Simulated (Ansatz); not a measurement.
The input, for Ansatz 0.2.0:

```yaml
crystal:
  periodic: [false, false, false]
  atoms:
    - {symbol: Ge, position_ang: [0.000048, 0.000000, 0.354437]}
    - {symbol: C, position_ang: [0.010265, 0.000000, -1.634875]}
    - {symbol: H, position_ang: [-1.051269, -0.000009, -1.923563]}
    - {symbol: H, position_ang: [0.462733, 0.894528, -2.069318]}
    - {symbol: H, position_ang: [0.462748, -0.894520, -2.069318]}
basis:
  gaussian: {orbitals: STO-3G}
total_charge: 1
magnetization: {spin_polarized: false, initial_magnetization: 2}
correlation: {method: mp2, electrons: outside_noble_gas}
```

```sh
$ ansatz run in.yaml --threads 1 --pin off --events-out ev --progress --plain --max-ram 2393MiB
```

Log:

```
281 factors; integrals over basis functions are off by at most 2.3e-5 eV
mean field evaluation 1: about -56887.4793 eV, gradient 1.2e1 eV
mean field evaluation 2: about -56887.5117 eV, gradient 1.2e1 eV
mean field evaluation 4: about -56888.2789 eV, gradient 1.3e0 eV
mean field evaluation 8: about -56888.3308 eV, gradient 2.2e-2 eV
mean field evaluation 16: about -56888.2769 eV, gradient 3.7e-6 eV
mean field evaluation 32: about -56888.2771 eV, gradient 1.4e-2 eV
mean field -56888.33076104 eV, -2090.6075951728 hartree, gradient 2.4e-6 eV, S^2 2.000000; 6 other end points of the search recorded, 0 dependent functions left out
mean field evaluation 64: about -56888.3404 eV, gradient 1.3e-4 eV
15 core orbitals not correlated, not the lowest: weight in the atoms' cores, before any rotation towards them, 0.982 or more for the frozen orbitals, at most 0.012 for the correlated occupied ones
reference -56888.33076104 eV, -2090.6075951728 hartree; 6, 4 occupied and 5, 7 virtual orbitals, 281 factors
second order -1.85222532 eV of doubles, -0.02413556 eV of singles
Total energy: -56890.20712193 eV, -2090.6765501634 hartree
```

Ran on 1 thread of Arm Neoverse V2, shared host: 0.45 s wall, 0.07 GiB peak host memory.
